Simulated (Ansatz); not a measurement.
`CC#CC(F)F` + H₂ → `CC#CCF` + H–F at 600 K and 1 bar (hydrogenolysis of a C–F bond).

Program: Ansatz. Geometries: PBE0-D4/def2-TZVP. ΔE: electronic, gas phase. CBS: MP2 limit from def2 TZ/QZ plus the TZ coupled-cluster correction, frozen cores. This one scheme is used for every species.

| species | CCSD(T)/CBS energy (Eh) | H − E (kJ/mol) | S (J/(mol·K)) |
| --- | --- | --- | --- |
| `CC#CC(F)F` | -354.12858 | 241.0 | 435.3 |
| H₂ | -1.17544 | 43.9 | 150.8 |
| `CC#CCF` | -254.93801 | 256.3 | 409.3 |
| H–F | -100.39570 | 42.3 | 194.0 |

H − E and S are ideal-gas, rigid-rotor, harmonic terms from PBE0-D4/def2-TZVP, for one conformer and one mirror image of each species. The MP2-based limit puts H₂ 0.8 mEh under its directly extrapolated value; such offsets cancel only in part. 1 Eh = 2625.50 kJ/mol, R = 8.31446 J/(mol·K).

Problem. By hand: ΔE, ΔH, ΔS and ΔG.

Solution. ΔE = (-254.93801) + (-100.39570) − (-354.12858) − (-1.17544) = -0.02969 Eh = -78.0 kJ/mol. Δ(H − E) = 256.3 + 42.3 − 241.0 − 43.9 = 13.7, so ΔH = -64.3 kJ/mol. ΔS = 409.3 + 194.0 − 435.3 − 150.8 = 17.2 J/(mol·K). ΔG = -64.3 − 600 × (17.2)/1000 = -74.6 kJ/mol.

Problem. By hand: the equilibrium constant, and the temperature at which ΔG would vanish if ΔH and ΔS stayed fixed.

Solution. log₁₀ K = −ΔG/(RT ln 10) = 6.5. ΔH and −TΔS have one sign here, so there is no such temperature.

ΔH outweighs TΔS. A doubt of 5 kJ/mol in ΔE shifts log₁₀ K by 0.4 here. Other conformers and mirror images would add mixing entropy, several J/(mol·K) or more a flexible species. Modes under 60 cm⁻¹, often nearly free rotors, make the harmonic entropy too high. These are equilibria of isolated gas molecules and say nothing of rates. Largest T1 diagnostic: 0.012 (customary marks: 0.02 for closed shells, 0.045 for open ones).
